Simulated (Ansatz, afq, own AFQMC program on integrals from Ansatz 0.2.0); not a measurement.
**NH$_{3}$O, singlet in cc-pVDZ, levels against CCSDT(Q)**

```xyz
5

N    -0.1540    0.0000    0.7068
O     0.1385    0.0000   -0.6853
H     0.3377   -0.8114    1.0705
H     0.3377    0.8114    1.0705
H    -0.7342    0.0000   -1.0862
```

Connectivity, by distances: NH2–OH.

Basis cc-pVDZ. Only valence electrons are correlated. AFQMC by an in-house program on the Cholesky factors that Ansatz 0.2.0 writes for its CCSD(T) run. The CISD trial takes its coefficients from CCSD amplitudes. Released means that phaseless walkers are propagated on without the constraint, phases kept. Error bars are statistical, one sigma.

Determinant: RHF, the one that the program's search chose, which needn't be the lowest solution. The geometry is a point of a scan.

No full CI on the walks' own integrals is used here; CCSDT(Q) serves as the reference and is uncertain by about the last step of the cluster series.

```
T1 diagnostic                               : 0.0079
weight of the determinant in the CISD state : 0.894
size of the correlated space                : 14 electrons in 41 orbitals
```

Reference: CCSDT(Q), correlation energy -10.751 eV. The released energy is read at 2.40 1/Eh (meV from the phaseless value at times in 1/Eh: 8 ± 16 at 0.24, 2 ± 13 at 0.51, -7 ± 18 at 0.99, 18 ± 19 at 1.62, 45 ± 25 at 2.40).

| level | E − E(reference) (kJ/mol) | share of correlation (%) |
| --- | --- | --- |
| HF | 1037.3 | 0.00 |
| MP2 | 77.6 | 92.52 |
| CCSD | 25.9 | 97.50 |
| CCSD(T) | 3.6 | 99.66 |
| CCSDT | 2.7 | 99.74 |
| ph-AFQMC/HF | -4.3 ± 6.4 | 100.41 |
| ph-AFQMC/CISD | -0.5 ± 1.7 | 100.05 |
| released AFQMC | 3.8 ± 2.4 | 99.64 |

A walk keeps the symmetry of its determinant, which the program's search chose and which needn't be the lowest solution, so a lower state of the same spin and another symmetry isn't excluded. Released energies are given only where the last usable release times agree within the noise; a slower fall can still hide under it.
